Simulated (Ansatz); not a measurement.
Basis-set extrapolation for `CC(C)(C)Cl` (PBE0-D4/def2-TZVP geometry, frozen core, the Gaussian-basis code of Ansatz). Multiplicity 1, RHF reference.

```tsv
	def2-TZVPP	def2-QZVPP
HF	-616.294975	-616.315197
MP2 correlation	-0.901872	-0.965679
CCSD(T) correlation	-0.999380	not run
```

Energies in hartree. Use E(X) = E(∞) + A·exp(−7.88·√X) for Hartree–Fock and E(X) = E(∞) + B·X^(−2.97) for correlation, with X = 3 and 4, and add CCSD(T) minus MP2 of the smaller set to the MP2 limit.

What is the CCSD(T) energy at the basis-set limit?

HF limit: -616.315197 + (-0.020222) × 0.13774 = -616.31798. MP2 limit: -0.965679 + (-0.063807) × 0.74074 = -1.01294. Higher-order term: -0.999380 − (-0.901872) = -0.09751. Total: -617.42843 hartree, 3.65 eV below CCSD(T)/def2-TZVPP.
